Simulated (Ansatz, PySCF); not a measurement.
Molecule: CHF₂, net charge 0, doublet state. It need not be the lowest isomer of its formula. 
Structure (B3LYP-D3(BJ)/def2-TZVP (Ansatz, a quantum-chemistry and plane-wave program) minimum search):
SMILES: F[CH]F
```xyz
4

C      0.0374     0.0032     0.5083
F     -0.0384     1.0965    -0.2444
F     -0.0849    -1.0976    -0.2269
H      0.8851    -0.0093     1.1920
```
Charge 0, spin multiplicity 2.

Property: atomisation energy (electronic, to ground-state atoms), in kcal/mol. Cores are frozen in the correlated levels unless marked. UHF or UKS for open shells. No spin-orbit coupling. Non-relativistic. The coupled-cluster limit lacks core correlation, which all-electron functionals hold. CBS marks a two-point X^-3 extrapolation of the correlation energy; Hartree-Fock from the larger set. [CCSD(T)-MP2]/basis is that difference in the basis named.

```tsv
level	program	atomisation energy (kcal/mol)
HF/aug-cc-pVDZ	Ansatz	218.1
HF/cc-pVTZ	Ansatz	224.5
BLYP-D4/def2-TZVPD	Ansatz + dftd4	335.5
BP86-D3(BJ)/def2-TZVPD	PySCF + dftd3	347.9
M06-L/def2-TZVPD	PySCF	328.1
r2SCAN-D4/def2-TZVPD	Ansatz + dftd4	335.2
PBE0-D4/def2-TZVP	Ansatz + dftd4	332.9
TPSSh-D3(BJ)/def2-TZVPD	PySCF + dftd3	331.7
r2SCAN0-D4/def2-TZVPD	Ansatz + dftd4	323.1
HSE06-D4/def2-TZVPD	Ansatz + dftd4	333.4
PBE-QIDH/def2-TZVPD	Ansatz	326.6
MP2/cc-pVTZ	Ansatz	332.2
RI-MP2/aug-cc-pVTZ	Ansatz	335.3
SCS-MP2/6-31G*	Ansatz	306.6
RI-MP2/CBS(aug-cc-pVTZ,aug-cc-pVQZ)+[CCSD(T)-MP2]/aug-cc-pVTZ	Ansatz	328.6
```
